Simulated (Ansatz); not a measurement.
## What a trial cell of IrRu2 relaxes into

Computed with DFT PBE, scalar-relativistic, plane waves, PAW in Ansatz 0.2.0. Cutoff 420 eV, Γ-centred k mesh, Gaussian smearing, no spin polarisation in the final step.

The start puts IrRu2 on the cubic Laves (C15) structure type (Fd-3m, No. 227), with Ir in place of Mg, Ru in place of Cu, at a guessed volume.

```yaml
crystal:
  lattice:
    - [0.00000, 3.41117, 3.41117]
    - [3.41117, 0.00000, 3.41117]
    - [3.41117, 3.41117, 0.00000]
  atoms:
    - { symbol: Ru, position: [0.62500, 0.62500, 0.62500] }
    - { symbol: Ru, position: [0.12500, 0.62500, 0.62500] }
    - { symbol: Ru, position: [0.62500, 0.62500, 0.12500] }
    - { symbol: Ru, position: [0.62500, 0.12500, 0.62500] }
    - { symbol: Ir, position: [0.00000, 0.00000, 0.00000] }
    - { symbol: Ir, position: [0.25000, 0.25000, 0.25000] }
```

Cell and atoms relax at zero pressure; the relaxation can't lower the symmetry of the start. After a coarse first stage the cell is made exact in the group found at 0.06 Å.

The zero of energy is the elements' standard structures at the same level; no fitted shifts are applied.

(1) Describe the relaxed structure.

(2) What are its volume, energy, density and gap?

Answers

(1) It keeps Fd-3m (No. 227). The result has the cubic Laves (C15) structure. Conventional cell: a = 7.075 Å. Around Ru lie 6 Ru at 2.50 Å and 6 Ir at 2.93 Å; Ir has 12 Ru at 2.93 Å and 4 Ir at 3.06 Å.

Space group Fd-3m:1 (No. 227). a = 7.075 Å, b = 7.075 Å, c = 7.075 Å, α = 90.00°, β = 90.00°, γ = 90.00°
```json
{"atom": "Ru", "site": "16c", "symmetry": ".-3m", "x": "0.1250", "y": "0.1250", "z": "0.1250"}
{"atom": "Ir", "site": "8b", "symmetry": "-43m", "x": "0.0000", "y": "0.0000", "z": "0.5000"}
```

(2) The volume per atom is 14.76 Å³, the density is 14.79 g/cm³ and the energy over the elements is 0.64 eV/atom. The gap on the 10×10×10 mesh is 0 eV (a metal).

The final run used a 10×10×10 mesh on its 6-atom cell and 0.10 eV smearing. The k mesh leaves about 4 meV/atom of noise in metals. Spin–orbit coupling is left out. Symmetry constrained the relaxation, so the result can be a saddle point. The steps took about 60 core-seconds in all.

Cost: 3 runs of about 1 core-minutes in all, on Intel Xeon Platinum 8488C (Sapphire Rapids) (shared hosts).